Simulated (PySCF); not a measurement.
Molecule: SMILES c1ccnnc1, C₄H₄N₂.

Geometry (Å), atoms numbered from 1 in this order:
```xyz
10

C     0.6613    0.8342   -0.0694
C    -0.6975    0.7848    0.1877
C    -1.2861   -0.4813    0.2138
N    -0.6104   -1.6074    0.0066
N     0.6814   -1.5606   -0.2381
C     1.3055   -0.3873   -0.2774
H     1.2126    1.7763   -0.1100
H    -1.2901    1.6855    0.3632
H    -2.3555   -0.6078    0.4098
H     2.3788   -0.4364   -0.4862
```

Spin–spin couplings on one PBE0-D3(BJ)/def2-SVP geometry, PySCF 2.14, gas phase, non-relativistic, equivalent pairs averaged (spin–dipole term only in couplings to heteroatoms); isotopes $^{1}$H; basis pcJ-1.

Reference values (Hz): $^{3}J$(H10,H7) = 5.0 (measured; liquid or solution (compiled); DeVience et al., arXiv:2103.01289 (literature column, mostly SDBS)); $^{3}J$(H7,H8) = 8.2 (measured; liquid or solution (compiled); DeVience et al., arXiv:2103.01289 (literature column, mostly SDBS)).

Q: How do the couplings (Hz) change with the functional? Times are CPU seconds on shared hosts with different chips, so compare them loosely.

A: 
```tsv
functional	functions	$^{3}J$(H10,H7)	$^{3}J$(H7,H8)	mean abs. error	core-s
LDA	202	4.5	7.2	0.8	15
PBE	202	5.1	8.4	0.1	22
KT2	202	5.8	10.2	1.4	22
B3LYP	202	5.7	8.9	0.7	15
PBE0	202	5.5	8.7	0.4	24
B97-2	202	5.0	7.8	0.2	22
BHandHLYP	202	6.8	10.1	1.8	27
CAM-B3LYP	202	5.9	9.0	0.8	32
```

Errors compare magnitudes, without vibrational corrections, and the largest couplings weigh most in the mean. Closest: PBE and B97-2, practically level; furthest: BHandHLYP. Left out for a near triplet instability: HF/pcJ-1.
